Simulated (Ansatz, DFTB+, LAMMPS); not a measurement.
Lattice parameter a of bcc Li: levels of theory against measurement

Reference value: 3.449 Å (measured, low-temperature or extrapolated to 0 K; zero-point anharmonic expansion removed, sources range from 3.443 to 3.453; as tabulated in Csonka et al. (2009), arXiv:0903.4037).

**Question.** Put these levels in order of the lattice parameter a that they give for bcc Li, smallest first: GFN1-xTB (DFTB+), LDA (Ansatz, a quantum-chemistry and plane-wave program), PBE-D4 (Ansatz), SNAP Li_Zuo_JPCA2020.snap (LAMMPS), r²SCAN-D4 (Ansatz).

**Answer.** LDA (3.363 Å), PBE-D4 (3.423 Å), r²SCAN-D4 (3.474 Å), SNAP Li_Zuo_JPCA2020.snap (3.506 Å), GFN1-xTB (4.134 Å)

Errors against the reference: GFN1-xTB +19.9 %, SNAP Li_Zuo_JPCA2020.snap +1.65 %, LDA -2.49 %, PBE-D4 -0.75 %, r²SCAN-D4 +0.72 %.

GFN1-xTB: the cell moved over 20 % in volume from its start. GFN1-xTB: the method was fitted mainly to molecules. Cutoffs and k meshes differ between the levels. Ansatz's density-functional and Hartree–Fock values are scalar-relativistic unless marked +SOC, with PAW data made under PBE.

Machine-learned potentials (SNAP Li_Zuo_JPCA2020.snap) are trained on DFT data, which may include these solids.

Differences are worked out from the printed values.
